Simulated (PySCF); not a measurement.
Two structures of SiNH$_{6}$F, closed shell, reached by relaxing down either side of one saddle point (PBE0-D4/def2-TZVP). Energies are electronic, without zero-point energy. Program: PySCF 2.14 with density fitting (its default auxiliary sets; JK sets also for MP2 and CCSD(T)). Basis: def2-TZVPP and def2-QZVPP. Cores are frozen in the correlated methods. Extrapolation: Hartree–Fock as exp(−7.88 √X), correlation as X^−2.97. First:

```csv
atom,x (Å),y (Å),z (Å)
Si1,0.0823,-0.6462,0.3263
F2,0.1644,-0.4775,-1.2690
H3,0.4844,-2.0428,0.6023
H4,1.0014,0.3688,0.8853
N5,-1.4595,-0.3919,0.9826
H6,1.6623,1.6514,-1.9307
H7,2.1104,2.2484,-1.9138
H8,-2.1856,-1.0861,0.9231
H9,-1.8346,0.5319,1.1190
```

Second:

```xyz
9
angstrom
Si 0.6455 0.3017 0.6372
F -0.3421 -1.2278 -2.1636
H 1.2444 -0.8557 1.3600
H 1.0529 1.5504 1.3270
N -1.0523 0.3096 0.4389
H 0.3026 -0.6231 -1.8789
H 1.2620 0.2901 -0.7308
H -1.4945 -0.3795 -0.1493
H -1.6541 0.6034 1.1898
```

Which bonds change from the first to the second?

SiNH₄F ([NH2][SiH2][F]) + H₂ → SiNH₅ ([NH2][SiH3]) + HF; bonds formed: Si1–H7, F2–H6; bonds broken: Si1–F2, H6–H7.

Give the saddle point's structure and its height above each. (Judge from chemistry; the value comes from the calculation.)

The calculation gives: 58.76 kcal/mol above the first and 28.24 kcal/mol above the second (CCSD(T) at an estimated basis limit (MP2 extrapolated from triple and quadruple zeta, plus CCSD(T) − MP2 in triple zeta)).
```xyz
9
angstrom
Si 0.4253 -0.0694 0.3188
F 0.1044 -0.9214 -1.4325
H 1.1602 -1.2931 0.6952
H 0.9266 0.9938 1.2443
N -1.2441 0.1350 0.4676
H 0.8694 0.0091 -1.4145
H 1.3155 0.7057 -0.8998
H -1.9178 -0.3434 -0.1032
H -1.6396 0.7836 1.1243
```

No T1 diagnostic of these runs exceeds 0.013.

Labels in which every atom is bracketed show which atoms are joined, not bond orders.

For scale, one of the runs: CCSD(T)/def2-TZVPP, 188 basis functions, launched by `OMP_NUM_THREADS=4 python run.py`. Hardware: 4 CPU threads of an Arm Neoverse V2, shared host. Wall time 3.9 min; peak host memory 2 GiB.
